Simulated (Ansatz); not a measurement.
System: molecular chlorine, Cl2, charge 0, multiplicity 1. 
Coordinates optimised at B3LYP-D3(BJ)/def2-TZVP (Ansatz, a quantum-chemistry and plane-wave program):
```xyz
2

Cl     0.0000     0.0000    -1.0068
Cl     0.0000     0.0000     1.0068
```
Charge 0, spin multiplicity 1.

Basis-set convergence of Hartree-Fock and CCSD correlation energies (hartree) with Ansatz. Cores are frozen in the correlated levels unless marked. No spin-orbit coupling. No relativistic terms.

| basis | functions | E(HF) | E(corr, CCSD) |
|---|---|---|---|
| aug-cc-pV(D+d)Z | 64 | -918.96998 | -0.32899 |
| aug-cc-pV(T+d)Z | 110 | -919.00183 | -0.42136 |
| aug-cc-pV(Q+d)Z | 178 | -919.00851 | -0.45243 |

Extrapolating the two largest sets (X = 3 and 4) as X^-3: E(corr) = (64·(-0.45243) - 27·(-0.42136))/37 = -0.4751 Eh, an estimate of the basis-set limit. The largest set recovers 95.2 % of it, the smallest 69.2 %.
